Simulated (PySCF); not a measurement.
Bonds broken one at a time in the series acetyl-X. Gas-phase values, no solvent. One relaxed conformer stands for each flexible species; it need not be the lowest. Strings in code marks are SMILES.

The numbers are results of PBE-D3(BJ)/def2-TZVP in PySCF 2.14.0, not measurements. All candidates: neutral, multiplicity 2. 

```yaml
highest_occupied_spin_orbital: -4.25 eV
dipole_moment: 1.54 D
```

### Question
Identify which member has these values.
A) `C[C]=O`
B) `O=[C][SiH3]`
C) `[CH3]`
D) `[CH2]C`

### Answer
B, `O=[C][SiH3]`. The others give `[CH3]`: -5.38 eV, 0.00 D; `C[C]=O`: -4.32 eV, 2.47 D; `[CH2]C`: -4.55 eV, 0.34 D
